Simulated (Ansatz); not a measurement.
CHCl$_{2}$FO (`OC(F)(Cl)Cl`), charge 0, multiplicity 1.

(1) Give a relaxed structure at PBE0-D4/def2-TZVP (the Gaussian-basis code of Ansatz). (Best estimate.)

Results:

(1) Computed: 
Z-matrix (Å, degrees):
```
C
F 1 1.325
Cl 1 1.790 2 108.4
O 1 1.343 2 107.2 3 -121.3
Cl 1 1.790 2 108.4 3 117.4
H 4 0.964 1 109.5 2 -180.0
```
Point group Cs.
